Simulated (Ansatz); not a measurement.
Two isomers of C4H4F2: A = `F[C@@H]1C=C[C@H]1F`, B = `FC1(F)C=CC1`.

Isolated molecules relaxed with PBE0-D4/def2-TZVP in Ansatz; ΔE leaves out vibrations. CCSD(T)/CBS adds triple-zeta CCSD(T) − MP2 to the extrapolated MP2 energy (def2 sets, frozen cores). Functionals use def2-TZVPP.

Question: Which is lower in electronic energy at CCSD(T)/CBS, and by how much? (Estimate.)

Answer: Computed: B, by 30.7 kJ/mol.

Question: Give E(B) − E(A) in kJ/mol with LDA (SPW92), CCSD/def2-TZVPP, PBE-D4, CCSD(T)/def2-SVP, r2SCAN-D4, PBE0-D4, B2PLYP. (An estimate is asked.)

Answer: Computed: LDA (SPW92) -35.2, CCSD/def2-TZVPP -30.9, PBE-D4 -29.3, CCSD(T)/def2-SVP -37.8, r2SCAN-D4 -33.3, PBE0-D4 -30.8, B2PLYP -28.8. None reverses the order clearly.

Question: Does the order hold for the free energy at 298.15 K (harmonic terms from PBE0-D4)? (Estimate.)

Answer: The calculation gave: Yes: G(B) − G(A) = -33.0 kJ/mol.

Largest T1 diagnostic: 0.012.

Leaving LDA and LC-ωPBE aside and taking each functional with its dispersion term where it has one, the values, not all of them listed here, spread over 7.6 kJ/mol, from r2SCAN0-D4 to BLYP-D4. LDA lies −6.2 kJ/mol from PBE without D4. From BLYP to BHLYP (50 % exact exchange), in def2-TZVPP and without D4, E(B) − E(A) moves by −3.9 kJ/mol.
